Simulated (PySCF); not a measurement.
Molecule: SMILES CCC1CC1, C$_{5}$H$_{10}$.

Numbering as in the mapped SMILES `[CH3:1][CH2:2][CH:3]1[CH2:4][CH2:5]1`. Each H is labelled by its parent atom. Ha(C4), Ha(C5) are cis to C2 on the ring; Hb(C4), Hb(C5) are trans to C2 on the ring.

Geometry PBE0-D3(BJ)/def2-SVP throughout; GIAO in PySCF, gas phase, one conformer, non-relativistic; equivalent atoms averaged; functional PBE0.

For orientation, def2-TZVP gives these shifts δ (against TMS at the same level): C2 32.1, C1 15.6, C3 14.9, C4/C5 5.5, H(C2) 1.16, H(C1) 0.99, Hb(C4)/Hb(C5) 0.42, H(C3) 0.55, Ha(C4)/Ha(C5) 0.00 ppm.

A run gave: C2 33.1, C1 16.0, C3 15.5, C4/C5 6.2, H(C2) 1.16, H(C1) 1.00, Hb(C4)/Hb(C5) 0.43, H(C3) 0.56, Ha(C4)/Ha(C5) 0.00 ppm (shifts δ (against TMS at the same level)).

Q: Which basis set was used in that run?
A. STO-3G
B. pcSseg-2
C. 6-311+G(2d,p)
D. 6-31G

A: B. C2 tells them apart best: pcSseg-2 gives 33.1, 6-311+G(2d,p) gives 31.0, 6-31G gives 29.7, STO-3G gives 28.5 ppm.
